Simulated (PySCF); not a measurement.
Species, as SMILES: P#P (P2).
Geometry (B3LYP-D3(BJ)/def2-TZVP, fixed):
```
P
P 1 1.8895
```
Charge 0, spin multiplicity 1.

Basis-set convergence of the lowest singlet excitation energy at CAM-B3LYP with PySCF. Tamm-Dancoff approximation; the state is taken by its order, and sets in which it differs in degeneracy or brightness are left out, yet its character can still change. All functions are spherical. Density fitting with generated auxiliary sets. No added dispersion term, no relativity. Reference: the value in aug-pcseg-3, 3.404 eV, itself unsure by roughly 0.004 eV (its mean distance from aug-cc-pV(Q+d)Z, aug-pcseg-2, aug-cc-pV(T+d)Z).

| basis | functions | lowest singlet excitation energy (eV) |
|---|---|---|
| STO-3G | 18 | [?] |
| 3-21G | 26 | [?] |
| 6-31G | 26 | 3.594 |
| pcseg-0 | 26 | 3.685 |
| 6-31G** | 36 | [?] |
| pcseg-1 | 36 | 3.454 |
| 6-31+G* | 44 | 3.435 |
| 6-311G** | 52 | [?] |
| 6-311+G** | 60 | 3.453 |
| cc-pV(T+d)Z | 78 | 3.417 |
| def2-TZVPD | 86 | 3.407 |
| jun-cc-pV(T+d)Z | 96 | 3.405 |
| aug-pcseg-2 | 100 | 3.414 |
| aug-cc-pV(T+d)Z | 110 | 3.405 |
| def2-QZVPPD | 152 | 3.406 |
| aug-cc-pV(Q+d)Z | 178 | 3.405 |
| aug-pcseg-3 | 178 | 3.404 |
| pcseg-4 | 210 | 3.404 |

What belongs in the gaps?


- STO-3G, lowest singlet excitation energy (eV): 3.914
- 3-21G, lowest singlet excitation energy (eV): 3.649
- 6-31G**, lowest singlet excitation energy (eV): 3.450
- 6-311G**, lowest singlet excitation energy (eV): 3.461
